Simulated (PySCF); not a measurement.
Structure problem from calculated spectra and properties.

Elements present: C, F, H and O. Monoisotopic mass: 92.9993 u (electron mass counted); charge -1.

| Property | Result |
| --- | --- |
| 13C NMR | chemical shifts (computed TMS as zero) by class: 151.1 (1 C), 100.5 (1 C) ppm [GIAO PBE0/pcSseg-1] |
| Rotational structure | rotational constants A, B, C: 8.522, 2.322, 2.058 GHz [PBE0-D3(BJ)/def2-SVP] |
| NMR, other nuclei | isotropic shieldings of nuclei other than C and H, by class: 111 (2 O), 119 (1 O), 334 (1 F) ppm [GIAO PBE0/pcSseg-1] |
| Couplings | largest of the computed one-bond spin–spin couplings (means over like bonds): 19F–13C -254.9, 13C–1H +169.2 (×2), 17O–13C +35.4, 17O–13C +29.3, 17O–13C +25.0 (×2) Hz [B3LYP/pcJ-1] |
| 1H NMR | chemical shifts (computed TMS as zero) by class: 5.63 (2 H) ppm [GIAO PBE0/pcSseg-1] |

Gas-phase values; electronic properties from PySCF, density fitting. Levels stand in brackets. One conformer (not necessarily the lowest) at the PBE0-D3(BJ)/def2-SVP geometry, without solvent, vibrations or thermal averaging. No diffuse functions stand in pcJ-1 and pcSseg-1, which bears on an anion's orbital energies. Each NMR value is the plain mean over a class of atoms that symmetry, rotation or inversion makes alike.

Question: Which formula fits the mass and the elements?

Answer: C2H2FO3 (calculated 92.9993). No other formula that holds each of these elements comes within 0.0003 u with a fitting electron parity and a possible valence count.

Question: Give a SMILES that accounts for the data.

Answer: Numbering: `[O:1]=[C:2]([O-:3])[O:4][CH2:5][F:6]`. 2 carbons fall into 2 classes; from least to most shielded: carbonate carbon [C2] (151.1 ppm), sp3 C–F carbon [C5] (100.5 ppm). All hydrogens form one class (5.63 ppm): methylene hydrogen. The other shieldings belong to: 111 ppm, oxygen bonded to C [O1/O3]; 119 ppm, oxygen singly bound to a carbonyl carbon [O4]; 334 ppm, alkyl fluorine [F6]. The couplings run between: -254.9 Hz, alkyl fluorine [F6] and sp3 C–F carbon [C5]; +169.2 Hz, sp3 C–F carbon [C5] and its hydrogen (with 1 like pair); +35.4 Hz, oxygen singly bound to a carbonyl carbon [O4] and carbonate carbon [C2]; +29.3 Hz, oxygen singly bound to a carbonyl carbon [O4] and sp3 C–F carbon [C5]; +25.0 Hz, oxygen bonded to C [O1] and carbonate carbon [C2] (with 1 like pair). The optimised geometry has point group C1 and is an asymmetric top. Structure: `O=C([O-])OCF`. The assignments are read from this structure; whether some other isomer fits the data as well wasn't checked.

The values belong to the conformer `[O:1]=[C:2]([O-:3])[O:4][CH2:5][F:6]`: O1–C2–O4–C5 -7°, C2–O4–C5–F6 -99°.
